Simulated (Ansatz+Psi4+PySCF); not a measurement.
**doublet MgH₂O(+): levels of theory in one basis**

```tsv
atom	x (Å)	y (Å)	z (Å)
Mg	-0.0235	0.0057	-0.0177
O	-0.0279	-0.0077	2.0421
H	0.7985	-0.0084	2.6083
H	-0.8048	0.0023	2.6271
```

Basis set: cc-pVTZ on H, O; cc-pCVTZ on Mg (spherical functions). Frozen core: 2 orbitals. Correlation on ROHF uses semicanonical orbitals with singles. Charge 1, multiplicity 2.

Computed with Ansatz (development build ahead of 0.2.0) and Psi4 1.11; each method stands on the lowest determinant of its kind that the runs found.

```
  method  E − E(ROHF) (eV)  <S²> of the determinant
    ROHF              0.00                     0.75
     UHF              0.00                     0.75
ROHF-MP2            -14.36                        –
 UHF-MP2            -14.36                     0.75
```
